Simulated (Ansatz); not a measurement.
We consider bcc Ta, described by LDA in Ansatz (PAW).

A relaxed, unreconstructed slab of the (100) face has 8 atoms, two equal faces of 10.590 Å² each and an energy of -77457.0904 eV. A bulk cell of 2 atoms with the same orientation and in-plane k mesh has -19365.2221 eV. Energies are extrapolated to zero smearing.

Settings: plane-wave cutoff 500 eV, 18×18×1 k mesh (along the axes of the cell as run), Fermi–Dirac smearing 0.1 eV, scalar-relativistic PAW data made under PBE.

Worked out: γ = (E_slab − N E_bulk per atom)/2A = [-77457.0904 − 8 × (-19365.2221/2)]/(2 × 10.590) = 0.1793 eV/Å². With 16.022 J/m² per eV/Å² this is 2.87 J/m², or 1.90 eV per surface cell and face.

Ansatz is a quantum-chemistry and plane-wave program.
